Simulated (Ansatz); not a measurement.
# BNP: the cost of one run

Program: Ansatz 0.2.0, Gaussian basis. Level of theory: def2-TZVPP, core rule «outside noble gas», up to 7 orbitals frozen. These are calculated values, not measurements.

Plan: UHF; ROHF; CCSD(T) on UHF.

## 1. The system

The geometry is a PBE0/def2-TZVP stationary point (not a proven minimum) of the parent state, kept for this charge and spin.

3 atoms, charge 0, spin multiplicity 6.

Atoms are counted from 1 here; the program's logs count them from 0.

Bond lengths: N1–B2 1.334 Å, B2–P3 1.842 Å. Angles: N1–B2–P3 180.0°.

## 2. UHF

Input file in.yaml:

```yaml
crystal:
  periodic: [false, false, false]
  atoms:
    - {symbol: N, position_ang: [0.000000, 0.000000, 1.503167]}
    - {symbol: B, position_ang: [0.000000, 0.000000, 0.169267]}
    - {symbol: P, position_ang: [0.000000, 0.000000, -1.672433]}
basis:
  gaussian: {orbitals: def2-TZVPP}
magnetization: {spin_polarized: true, initial_magnetization: 5}
hamiltonian: {xc: hf}
output: {orbitals: {seedname: orbitals}}
```

The run is started by

```console
$ ansatz run in.yaml --threads 1 --pin off --events-out ev --progress --plain --max-ram 4096MiB --backend cpu
```

**Question.** How long does this run take on 1 thread of AMD EPYC 7R13, shared host, and how much memory does it need?

About 11 s, with a peak of 0.25 GiB.
